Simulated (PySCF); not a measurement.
What does the PBE0-D3(BJ)/def2-SVP structure of InChI=1S/C5H5F/c6-5-2-1-4(5)3-5/h1-2,4H,3H2/t4-,5-/m1/s1 look like in three dimensions?

```xyz
11
C5H5F angstrom
F      0.7758    1.6149   -0.9638
C      0.2244    0.6275   -0.2395
C     -1.2384    0.5337    0.1330
C     -1.2533   -0.7903   -0.1026
C      0.1975   -0.8372   -0.5503
C      1.0722   -0.3024    0.5796
H     -1.9240    1.2284    0.6242
H     -1.9609   -1.5843    0.1504
H      0.6111   -1.3264   -1.4339
H      2.1434   -0.2475    0.3536
H      0.8216   -0.5245    1.6226
```

Any rigid rotation of these coordinates is as good. Atoms count from 1 in this order. The 6 C–C bonds span 1.345 Å (C3=C4, drawn double) to 1.526 Å (C5–C6, drawn single), a spread of 0.181 Å. The 4-membered ring C2–C3–C4–C5 has internal angles of 85.7° to 94.1° (sum 360°, against 360° for a flat polygon); it is almost planar, 0.01 Å rms from its mean plane, widest ring torsion 2°. The 3-membered ring C2–C5–C6 has internal angles of 59.3° to 61.2°.

Bonds between heavy atoms (Å): F1–C2 1.343, C2–C3 1.512, C3=C4 1.345, C4–C5 1.519, C5–C6 1.526, C2–C5 1.498, C2–C6 1.502.

Computed, not measured: PBE0-D3(BJ)/def2-SVP geometry optimisation, gas phase (PySCF 2.14.0).

Point group: C1 (no symmetry element, even within 0.4 Å). No frequency check.
